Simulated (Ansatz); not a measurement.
Worked example: correlation energy of AlN, triplet

Geometry: a point of a stretch scan, not a stationary point.

```xyz
2

Al    0.0000    0.0000    0.0000
N     0.0000    0.0000    2.2300
```

Basis 6-31G; Ansatz 0.2.0. Only valence electrons are correlated (noble-gas cores frozen), which leaves 8 electrons in 16 orbitals. Prefix R: restricted or restricted open-shell reference; prefix U: unrestricted.

Full CI is exact within this basis and frozen core; it isn't the basis-set limit. The frozen core follows each run's orbitals, which can shift R against U totals by a few meV.

Runs differ by some tens of microhartree through their thresholds and, for an open shell, their frozen cores, so steps under 0.1 kcal/mol mean nothing.

```tsv
level	total energy (hartree)
UHF	-296.245058
UMP2	-296.323412
UCCSD	-296.349345
UCCSD(T)	-296.351143
UCCSDT	-296.351810
UCCSDT(Q)	-296.352098
UCCSDTQ	-296.352102
full CI	-296.352075
```

Question: What is the correlation energy at full CI, and what share of it do UMP2 and UCCSD recover?

Answer: E(corr) = -296.352075 − (-296.245058) = -0.107017 hartree = -2.912 eV. UMP2: -0.078354 / -0.107017 = 73.22 %. UCCSD: -0.104287 / -0.107017 = 97.45 %.

Question: By how many kcal/mol does UCCSD(T) miss full CI (1 hartree = 627.509 kcal/mol), and which steps make up the rest?

Answer: -296.351143 − (-296.352075) = 0.000932 hartree = 0.58 kcal/mol. Steps: UCCSDT − UCCSD(T) = -0.42, UCCSDT(Q) − UCCSDT = -0.18, UCCSDTQ − UCCSDT(Q) = 0.00, full CI − UCCSDTQ = 0.02 kcal/mol. That is within 1 kcal/mol of the reference in this basis, which itself misses far more of the correlation at the basis-set limit.
